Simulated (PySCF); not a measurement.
**Aluminium: highly charged ions in a basis for the neutral atom**

Al⁶⁺ [He] 2s2 2p3, Al⁷⁺ [He] 2s2 2p2. Calculation: PySCF 2.14, in aug-cc-pV(D+d)Z; the non-relativistic Hamiltonian (point nucleus). No spin-orbit coupling, so a gap to NIST mixes the basis error with missing relativistic terms.

Changed run: basis of the neutral atom used for a highly charged ion. This setting is unsound on purpose.

| species | method | sound run (hartree) | changed run (hartree) | converged |
| --- | --- | --- | --- | --- |
| Al⁶⁺ | UHF | not run | -222.54973 | yes |
| Al⁶⁺ | BP86 | not run | -222.75967 | yes |
| Al⁶⁺ | M06-2X | not run | -222.75831 | yes |
| Al⁷⁺ | UHF | not run | -213.48136 | yes |
| Al⁷⁺ | BP86 | not run | -213.67726 | yes |
| Al⁷⁺ | M06-2X | not run | -213.67873 | yes |

Ionisation energy of Al⁶⁺:

```csv
method,changed run (eV),NIST (eV)
UHF,246.76,241.76 ± 0.09
BP86,247.14,241.76 ± 0.09
M06-2X,247.07,241.76 ± 0.09
```

The contracted functions were made for the neutral atom and can be too rigid for a highly charged ion.
